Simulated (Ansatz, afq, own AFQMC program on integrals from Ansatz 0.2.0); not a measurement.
H2S, triplet in cc-pVTZ, levels against CCSDT(Q)

```xyz
3

H     0.0000    0.0000   -1.2700
H     0.0000    0.0000   -0.1830
S     0.0000    0.0000    1.4530
```

Basis cc-pVTZ. Noble-gas cores (and the filled d shells of Ga–Kr and In–Xe) are frozen. AFQMC by an in-house program on the Cholesky factors that Ansatz 0.2.0 writes for its CCSD(T) run. ph-AFQMC/CISD is guided by a CISD state made of CCSD amplitudes; releasing the constraint for a short imaginary time cuts its bias at the price of noise, slowly where states lie close. Error bars are statistical, one sigma.

Determinant: UHF, the one that the program's search chose, which needn't be the lowest solution. The geometry is a point of a scan.

No full CI on the walks' own integrals is used here; CCSDT(Q) serves as the reference and is uncertain by about the last step of the cluster series.

Cautions: lower spins were not checked; unrestricted determinant slightly spin contaminated (⟨S²⟩ 2.08 against 2.00); the released energies move by 1.5 errors or more from one time to the next, so no released level is given (meV from the phaseless value at times in 1/Eh: -4.5 ± 2.3 at 0.24, -9.8 ± 2.4 at 0.51, -12.6 ± 1.8 at 0.99, -10.8 ± 1.5 at 1.62, -16.9 ± 2.3 at 2.40), though the last usable value meets CCSDT(Q) within the noise.

* T1 diagnostic: 0.0220
* weight of the determinant in the CISD state: 0.897
* ⟨S²⟩ of the determinant: 2.081
* size of the correlated space: 8 electrons in 57 orbitals

Reference: CCSDT(Q), correlation energy -5.402 eV.

```
        level  E − E(reference) (kJ/mol)  share of correlation (%)
           HF                      521.2                      0.00
          MP2                      105.0                     79.85
         CCSD                       21.8                     95.81
      CCSD(T)                        3.5                     99.33
        CCSDT                        0.7                     99.86
  ph-AFQMC/HF                 10.3 ± 2.0                     98.02
ph-AFQMC/CISD                  1.2 ± 0.3                     99.76
```

A walk keeps the symmetry of its determinant, which the program's search chose and which needn't be the lowest solution, so a lower state of the same spin and another symmetry isn't excluded.
